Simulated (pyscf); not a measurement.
Optimised with ωB97X-D3(BJ)/def2-SVP in PySCF.

SMILES: [CH3][Nb]([F])([F])([F])[F]
```xyz
9

C      0.1134    -1.0039    -2.2205
Nb    -0.7254    -1.1911    -0.2907
F      0.8362    -0.4647     0.4395
F     -1.7076     0.2600     0.2855
F     -0.3835    -2.7994     0.5471
F     -2.2389    -1.9241    -1.1119
H      0.3150    -2.0287    -2.5796
H      1.0462    -0.4232    -2.2011
H     -0.6267    -0.5393    -2.8918
```

Question: What is the homolytic dissociation enthalpy (298 K, ωB97M-D3(BJ)/def2-TZVP) of the C–Nb bond of `[CH3][Nb]([F])([F])([F])[F]`, to CH₃• + [F–Nb(F)(F)–F]•?

Answer: C–Nb to CH₃• + [F–Nb(F)(F)–F]•: 53.0 kcal/mol. The 7 functionals that were run give +53.0 (ωB97M-D3(BJ)) to +58.4 kcal/mol (PBE). The radicals are drawn with the spin at the cut bond; how far it spreads was not checked. Open-shell species with a d-block atom are single-reference here; other states, and whether the spin sits on metal or ligand, were not checked. Elements past Kr carry the def2 core potentials, without spin-orbit coupling.
